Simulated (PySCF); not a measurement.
Compound: dihydrogen phosphate, H₂O₄P (charge -1).
Bonds: O1–P2 (double), P2–O3, P2–O4, P2–O5. Hydrogens: H6 on O4; H7 on O5.

The same species was optimised twice, with GFN2-xTB and with PBE0-D3(BJ)/def2-SVP (PySCF), and the same property calculations (PySCF, gas phase) were run on both structures.

```json
{"coordinate": "O1=P2 (Å)", "GFN2-xTB": "1.485", "PBE0-D3(BJ)/def2-SVP": "1.502", "change": "+0.017"}
{"coordinate": "P2–O3 (Å)", "GFN2-xTB": "1.485", "PBE0-D3(BJ)/def2-SVP": "1.502", "change": "+0.017"}
{"coordinate": "O4–H6 (Å)", "GFN2-xTB": "0.953", "PBE0-D3(BJ)/def2-SVP": "0.964", "change": "+0.011"}
{"coordinate": "O5–H7 (Å)", "GFN2-xTB": "0.953", "PBE0-D3(BJ)/def2-SVP": "0.963", "change": "+0.010"}
{"coordinate": "P2–O5 (Å)", "GFN2-xTB": "1.672", "PBE0-D3(BJ)/def2-SVP": "1.672", "change": "0.000"}
{"coordinate": "P2–O4 (Å)", "GFN2-xTB": "1.672", "PBE0-D3(BJ)/def2-SVP": "1.672", "change": "0.000"}
{"coordinate": "P2–O4–H6 (°)", "GFN2-xTB": "99.8", "PBE0-D3(BJ)/def2-SVP": "102.2", "change": "+2.4"}
{"coordinate": "P2–O5–H7 (°)", "GFN2-xTB": "99.9", "PBE0-D3(BJ)/def2-SVP": "102.1", "change": "+2.2"}
{"coordinate": "O4–P2–O5 (°)", "GFN2-xTB": "98.7", "PBE0-D3(BJ)/def2-SVP": "100.6", "change": "+1.9"}
{"coordinate": "O1–P2–O3 (°)", "GFN2-xTB": "124.1", "PBE0-D3(BJ)/def2-SVP": "126.0", "change": "+1.9"}
{"coordinate": "O3–P2–O4 (°)", "GFN2-xTB": "106.9", "PBE0-D3(BJ)/def2-SVP": "105.1", "change": "-1.8"}
{"coordinate": "O1–P2–O5 (°)", "GFN2-xTB": "106.8", "PBE0-D3(BJ)/def2-SVP": "105.1", "change": "-1.7"}
{"coordinate": "O1–P2–O4 (°)", "GFN2-xTB": "108.7", "PBE0-D3(BJ)/def2-SVP": "108.5", "change": "-0.2"}
{"coordinate": "O3–P2–O5 (°)", "GFN2-xTB": "108.7", "PBE0-D3(BJ)/def2-SVP": "108.6", "change": "-0.1"}
```

Rotational constants: A = 4761, B = 4507, C = 4432 MHz (GFN2-xTB) against A = 4839, B = 4391, C = 4316 MHz (PBE0-D3(BJ)/def2-SVP). Point groups within 0.08 Å: C2 and C2.

On the GFN2-xTB structure: HOMO (eV) -2.16 [PBE0/pcSseg-1]; LUMO (eV) 5.91 [PBE0/pcSseg-1]; GIAO shielding of O1/O3 (mean) (ppm) 200.2 [PBE0/pcSseg-1]; GIAO shielding of P2 (ppm) 315.3 [PBE0/pcSseg-1]; GIAO shielding of O4/O5 (mean) (ppm) 215.2 [PBE0/pcSseg-1].

Question: What do these properties become on the PBE0-D3(BJ)/def2-SVP structure?

Answer: 
```
                                    property          level  on GFN2-xTB  on PBE0-D3(BJ)/def2-SVP  change
                                   HOMO (eV)  PBE0/pcSseg-1        -2.16                    -2.13   +0.03
                                   LUMO (eV)  PBE0/pcSseg-1         5.91                     5.91    0.00
energy, GFN2-xTB geometry as zero (kcal/mol)  PBE0/pcSseg-1          0.0                     -1.2    -1.2
        GIAO shielding of O1/O3 (mean) (ppm)  PBE0/pcSseg-1        200.2                    189.7   -10.5
                  GIAO shielding of P2 (ppm)  PBE0/pcSseg-1        315.3                    309.1    -6.2
        GIAO shielding of O4/O5 (mean) (ppm)  PBE0/pcSseg-1        215.2                    211.9    -3.3
```

The heavy atoms differ by 0.028 Å rms after alignment. Among all bonds O1=P2 and P2–O3 change most and about equally (+0.017 Å). Changes are differences of the printed values. Neither structure is proved a minimum here. The structure is a single PBE0-D3(BJ)/def2-SVP conformer in the gas phase; no vibrational or solvent corrections.

The values belong to the conformer `[O:1]=[P:2]([O-:3])([OH:4])[OH:5]`: H–O4–P2–O1 -145°, H–O5–P2–O1 -7°.
